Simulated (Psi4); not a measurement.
# A workflow on BH2Cl (SMILES [H]B([H])Cl)

Aim: a geometry optimisation (r2SCAN/cc-pVDZ), then the harmonic vibrations, then the energy (MP2/def2-TZVPP) of BH2Cl. 

The calculation is run with Psi4 1.11.

### 1 The molecule

The species is BH2Cl (4 atoms), meant as a singlet with charge 0. SMILES: `[H]B([H])Cl`. The coordinates come from a GFN2-xTB relaxation. The run starts from this shape.

Bond lengths: B1–Cl4 1.673 Å, B1–H2 1.172 Å, B1–H3 1.172 Å. Angles: H2–B1–Cl4 119.1°, H3–B1–Cl4 119.0°, H2–B1–H3 121.9°.

### 2 A geometry optimisation at r2SCAN/cc-pVDZ (density fitting) (run 1)

job.in

```
memory 1.6 GB

molecule m {
  B      0.069310     0.114420    -0.000410
  H      1.240090     0.070720     0.015540
  H     -0.512130     1.131590    -0.018950
  Cl    -0.797280    -1.316740     0.003830
  symmetry c1
}

set basis cc-pVDZ
set geom_maxiter 60

energy_value, wavefunction = optimize("r2scan", return_wfn=True)
```

On the command line:

```
$ psi4 job.in job.out -n 1
```

job.out:

```text
[...]
  Running in c1 symmetry.
[...]
  Nuclear repulsion =   38.958045577157094
[...]
  Multiplicity = 1
[...]
  Nalpha       = 12
  Nbeta        = 12
[...]
    Number of basis functions: 42
[...]
   @DF-RKS iter   1:  -486.12999976991728   -1.60273e-01   7.78184e-03 DIIS/ADIIS
[...]
   @DF-RKS iter   6:  -486.21671983802116   -2.89901e-12   1.92079e-09 DIIS
[...]
  @DF-RKS Final Energy:  -486.21671983802116
   => Energetics <=
    Nuclear Repulsion Energy =             37.3848027516256494
    One-Electron Energy =                -743.5704387409734863
    Two-Electron Energy =                 252.9512311062588878
    DFT Exchange-Correlation Energy =     -32.9823149549322281
    Empirical Dispersion Energy =           0.0000000000000000
    VV10 Nonlocal Energy =                  0.0000000000000000
    Total Energy =                       -486.2167198380211630
[...]
  -Total Gradient:
     Atom            X                  Y                   Z
    ------   -----------------  -----------------  -----------------
       1        0.000219097867     0.000363097215     0.000037008879
       2        0.000156905271     0.000374002968    -0.000016550351
       3        0.000259123536     0.000312187625    -0.000014539102
       4        0.000175338424     0.000289227359    -0.000009955365
[...]
    Final optimized geometry and variables:
    Molecular point group: c1
    Full point group: C1
    Geometry (in Angstrom), charge = 0, multiplicity = 1:
    B            0.648983222365     1.071838503871    -0.002725310727
    H            1.848507843620     1.005580633498     0.013621629409
    H            0.034294199574     2.103971897448    -0.022088487330
    CL          -0.258584105708    -0.427068122630     0.001102034708
    Psi4 run time: 0:00:48.53
[...]
```

Standard output:

```text
Optimizer: Optimization complete!
```

Wall time 50 s (1 thread of Intel Xeon Platinum 8259CL at 2.50GHz (Skylake/Cascade Lake), shared host); peak memory 0.55 GiB.

Steps, from the record of the run:

```csv
step,energy from the first frame kept (eV),largest force (eV/Å)
0,0.0000,2.2978
1,-0.1009,0.5645
2,-0.1058,0.1899
3,-0.0591,0.9463
4,-0.1008,0.3412
5,-0.1068,0.0364
6,-0.1069,0.0219
```

After the run. Bond lengths: B1–Cl4 1.752 Å, B1–H2 1.201 Å, B1–H3 1.201 Å. Angles: H2–B1–Cl4 118.0°, H3–B1–Cl4 118.0°, H2–B1–H3 123.9°.

### 3 Vibrational wavenumbers at r2SCAN/cc-pVDZ (density fitting) (run 2)

input.inp

```
memory 1.6 GB

molecule molecule1 {
  0 1
  B      0.099261     0.163940    -0.000100
  H      1.298786     0.097683     0.016247
  H     -0.515428     1.196074    -0.019464
  Cl    -0.808306    -1.334966     0.003727
}

set basis cc-pVDZ
set t 298.15
set rotational_symmetry_number 2

freq("r2scan")
```

On the command line:

```
$ psi4 -n 1 input.inp input.out
```

input.out:

```text
[...]
  Running in c1 symmetry.
[...]
  Nuclear repulsion =   37.384811336384587
[...]
  Multiplicity = 1
[...]
  Nalpha       = 12
  Nbeta        = 12
[...]
    Number of basis functions: 42
[...]
   @DF-RKS iter   1:  -486.15410047654103   -2.58502e-01   6.68379e-03 ADIIS/DIIS
[...]
   @DF-RKS iter   9:  -486.21671974375295   -3.12070e-11   9.16520e-09 DIIS
[...]
  @DF-RKS Final Energy:  -486.21671974375295
   => Energetics <=
    Nuclear Repulsion Energy =             37.3849215411082270
    One-Electron Energy =                -743.5706761340168214
    Two-Electron Energy =                 252.9513613285752172
    DFT Exchange-Correlation Energy =     -32.9823264794195978
    Empirical Dispersion Energy =           0.0000000000000000
    VV10 Nonlocal Energy =                  0.0000000000000000
    Total Energy =                       -486.2167197437529467
[...]
  -Total Gradient:
     Atom            X                  Y                   Z
    ------   -----------------  -----------------  -----------------
       1        0.000210635565     0.000375481515    -0.000139034991
       2        0.000155996430     0.000375533245     0.000051508066
       3        0.000268594241     0.000297767450     0.000053645154
       4        0.000175138812     0.000289843129     0.000032776008
[...]
  ==> Harmonic Vibrational Analysis <==
[...]
  Freq [cm^-1]                 831.3571            860.7410            987.7329
[...]
  IR activ [km/mol]            84.0045              9.7680             35.1096
[...]
  Freq [cm^-1]                1199.8911           2605.6821           2724.4208
[...]
  IR activ [km/mol]            80.5757             104.1545            119.7802
[...]
  Total E_0, Enthalpy at 0 [K]                                                         -486.19573831 [Eh]
[...]
```

It took 2.4 min on 1 thread of Intel Xeon Platinum 8259CL at 2.50GHz (Skylake/Cascade Lake), shared host; peak memory 0.54 GiB.

### 4 A single-point energy at MP2/def2-TZVPP (density fitting, density fitting for correlation) (run 3)

job.dat

```
memory 1600 MB

molecule {
  0 1
  B
  H 1 1.201465
  H 1 1.201465 2 123.94413
  Cl 1 1.752259 2 118.02793 3 179.96833
  units angstrom
}

set globals {
  basis def2-TZVPP
  num_frozen_docc 6
}

E, wfn = energy("mp2", return_wfn=True)
```

On the command line:

```
$ psi4 -n 1 job.dat job.out
```

job.out:

```text
[...]
  Running in c1 symmetry.
[...]
  Nuclear repulsion =   37.384810979865030
[...]
  Multiplicity = 1
[...]
  Nalpha       = 12
  Nbeta        = 12
[...]
    Number of basis functions: 101
[...]
   @DF-RHF iter   1:  -485.37753578494170   -5.68534e-01   1.57855e-03 ADIIS/DIIS
[...]
   @DF-RHF iter  10:  -485.39018042731823   -2.66596e-11   6.88462e-09 DIIS
[...]
    Orbital Energies [Eh]
    ---------------------
    Doubly Occupied:
       1A   -104.836377     2A    -10.566115     3A     -8.032789
       4A     -8.031980     5A     -8.031603     6A     -7.669673
       7A     -1.114462     8A     -0.705173     9A     -0.563375
      10A     -0.540425    11A     -0.485891    12A     -0.439786
[...]
  @DF-RHF Final Energy:  -485.39018042731823
   => Energetics <=
    Nuclear Repulsion Energy =             37.3848109798650299
    One-Electron Energy =                -743.5146867662110708
    Two-Electron Energy =                 220.7396953590278486
    Total Energy =                       -485.3901804273181710
[...]
 Multipole Moments:
 ------------------------------------------------------------------------------------
     Multipole            Electronic (a.u.)      Nuclear  (a.u.)        Total (a.u.)
 ------------------------------------------------------------------------------------
 L = 1.  Multiply by 2.5417464519 to convert [e a0] to [Debye]
 Dipole X            :          0.0004677           -0.0007863           -0.0003186
 Dipole Y            :         -2.0240868            2.3568076            0.3327208
 Dipole Z            :         -1.0774922            1.2546111            0.1771189
 Magnitude           :                                                    0.3769275
[...]
```

It took 4.2 s on 1 thread of Intel Xeon Platinum 8259CL at 2.50GHz (Skylake/Cascade Lake), shared host; peak memory 0.21 GiB.

### 5 Summary of results

```
                                                                        quantity             value
                                  run 1, r2SCAN/cc-pVDZ: total energy at the end     -486.21672 Eh
                                            run 1, r2SCAN/cc-pVDZ: dipole moment            0.60 D
                                              run 1, r2SCAN/cc-pVDZ: HOMO energy          -7.50 eV
                                              run 1, r2SCAN/cc-pVDZ: LUMO energy          -2.40 eV
                                            run 1, r2SCAN/cc-pVDZ: HOMO–LUMO gap           5.11 eV
                               run 2, r2SCAN/cc-pVDZ: lowest harmonic wavenumber          831 cm⁻¹
                              run 2, r2SCAN/cc-pVDZ: highest harmonic wavenumber         2724 cm⁻¹
                                        run 2, r2SCAN/cc-pVDZ: zero-point energy       55.1 kJ/mol
run 2, r2SCAN/cc-pVDZ: ideal-gas entropy at 298.15 K (symmetry number 2 as used)  56.0 cal/(mol K)
                                             run 3, MP2/def2-TZVPP: total energy     -485.68456 Eh
                      run 3, MP2/def2-TZVPP: HOMO energy (Hartree–Fock orbitals)         -11.97 eV
                      run 3, MP2/def2-TZVPP: LUMO energy (Hartree–Fock orbitals)           1.66 eV
                    run 3, MP2/def2-TZVPP: HOMO–LUMO gap (Hartree–Fock orbitals)          13.63 eV
              run 3, MP2/def2-TZVPP: correlation energy (6 core orbitals frozen)        -294.4 mEh
```

In words: The optimisation (run 1, r2SCAN/cc-pVDZ) took 7 steps and changed the energy by -0.107 eV. All 6 modes (run 2, r2SCAN/cc-pVDZ) are real, so the shape is a minimum at this level.
